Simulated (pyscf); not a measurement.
Thermochemistry of product channels of `[NH2][SiH2][F]` + `[NH2]` [doublet] on the doublet surface, in eV, from ωB97M-D3(BJ)/def2-TZVP energies (ideal gas, 1 atm, RRHO with modes under 100 cm⁻¹ raised to 100, one conformer, R ln 2 for rigid chiral ones). Single points on ωB97X-D3(BJ)/def2-SVP structures (PySCF, gas phase).

```tsv
products	ΔE	ΔH(298 K)	ΔG(900 K)	ΔG(1200 K)
`[NH2][Si]([NH2])[F]` [doublet] + `[H][H]`	(withheld)	-1.05	-0.93	-0.92
`[NH][SiH]([NH2])[F]` [doublet] + `[H][H]`	(withheld)	-0.42	-0.28	-0.27
```

Task: Complete the blanks.

Result: 
- `[NH2][Si]([NH2])[F]` [doublet] + `[H][H]`, ΔE: -1.06
- `[NH][SiH]([NH2])[F]` [doublet] + `[H][H]`, ΔE: -0.31

These are energies of the channels, which say nothing of barriers.
